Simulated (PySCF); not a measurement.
**AlClO (SMILES [O]=[Al][Cl]) at CISD/STO-3G**

Aim: the vertical singlet–triplet gap of AlClO at CISD/STO-3G, from 2 runs. Input form: a Python script.

The calculation is run with PySCF 2.14.0.

7 further runs of the same task are left out: 7 set aside as unsound or not needed.

### 1 Starting point

AlClO has 3 atoms, charge 0, and is taken as a singlet. As SMILES, `[O]=[Al][Cl]`. Geometry: a GFN2-xTB relaxation, a rough one for these elements and not checked as a minimum.

Bond lengths: O1–Al2 1.566 Å, Al2–Cl3 2.014 Å. Angles: O1–Al2–Cl3 180.0°.

### 2 A single-point energy at CISD/STO-3G

job.py

```python
from pyscf import gto, ci

mol = gto.M(
    atom='''
O      0.203089     3.201687     0.464797
Al     0.017650     0.278205     0.040402
Cl    -0.220758    -3.479912    -0.505180
''',
    max_memory=1860,
    verbose=3,
    basis='sto-3g',
    unit='bohr',
    spin=0,
)

mf = mol.RHF()
mf.conv_tol = 1e-10
mf.kernel()
if not mf.converged:
    mf = mf.newton().run(mf.mo_coeff, mf.mo_occ)

cisd = ci.CISD(mf, frozen=11)
cisd.kernel()
energy = cisd.e_tot
print('E(%s) = %.9f' % ('CISD', energy))
```

Run with:

```sh
OMP_NUM_THREADS=1 python job.py
```

Standard output:

```text
converged SCF energy = -767.437292330816
E(RCISD) = -767.5550029068652  E_corr = -0.1177105760495516
E(CISD) = -767.555002907
```

Wall time 0.85 s (1 thread of Arm Neoverse V1, shared host); peak memory 0.12 GiB.

### 3 The triplet at the same level

start.xyz

```xyz
3

O      0.107470     1.694260     0.245960
Al     0.009340     0.147220     0.021380
Cl    -0.116820    -1.841490    -0.267330
```

run.py

```python
from pyscf import gto, scf, ci

system = gto.M(
    atom='start.xyz',
    basis='sto-3g',
    spin=2,
    verbose=3,
    max_memory=1860,
    charge=0,
)

mf = scf.UHF(system)
mf.conv_tol = 1e-10
mf.kernel()
if not mf.converged:
    mf = mf.newton().run(mf.mo_coeff, mf.mo_occ)

cisd = ci.CISD(mf, frozen=11)
cisd.kernel()
e_tot = cisd.e_tot
print('E(%s) = %.9f' % ('CISD', e_tot))
```

Run with:

```sh
OMP_NUM_THREADS=1 python run.py
```

Standard output:

```text
WARN: HOMO -0.0145772015116495 >= LUMO -0.477459762584999

converged SCF energy = -767.372535587303  <S^2> = 2.008339  2S+1 = 3.0055542
E(UCISD) = -767.4210182751563  E_corr = -0.04848268785326919
E(CISD) = -767.421018275
```

Wall time 0.81 s (1 thread of Arm Neoverse V1, shared host); peak memory 0.1 GiB.

### 4 Summary of results

At CISD/STO-3G, 11 core orbitals frozen:

| quantity | value |
| --- | --- |
| singlet: total energy | -767.55500 Eh |
| singlet: dipole moment (Hartree–Fock density) | 0.40 D |
| singlet: HOMO energy (Hartree–Fock orbitals) | -7.43 eV |
| singlet: LUMO energy (Hartree–Fock orbitals) | 7.31 eV |
| singlet: HOMO–LUMO gap (Hartree–Fock orbitals) | 14.74 eV |
| singlet: correlation energy (11 core orbitals frozen) | -117.7 mEh |
| triplet: total energy | -767.42102 Eh |
| triplet: dipole moment (Hartree–Fock density) | 2.70 D |
| triplet: HOMO energy (Hartree–Fock orbitals) (highest over α and β) | -2.46 eV |
| triplet: LUMO energy (Hartree–Fock orbitals) (lowest over α and β) | 6.61 eV |
| triplet: correlation energy (11 core orbitals frozen) | -48.5 mEh |
| triplet: ⟨S²⟩ of the reference determinant | 2.008 |
| vertical energy of the triplet above the singlet | 3.646 eV |

At this shape the triplet lies 3.65 eV (84 kcal/mol) above the singlet. In a minimal basis such a difference can be off by several eV, whatever the method. Mulliken charges (triplet) of the mean-field density run from -0.54 on Cl3 to +0.90 on Al2; they depend strongly on the basis.
